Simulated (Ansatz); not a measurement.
Question: Name a neutral molecule of Cl, Mg, O and H with HOMO energy (PBE/def2-TZVPP) between -6.95 and -6.65 eV and LUMO energy (ωB97M-V/def2-TZVPP) between -0.35 and -0.05 eV (Ansatz, PBE0-D4/def2-TZVP geometry).

Answer: `[OH][Mg][Cl]` (-6.70 eV, -0.07 eV). Other molecules can fit too; these were computed, each in one conformer that needn't be the lowest.
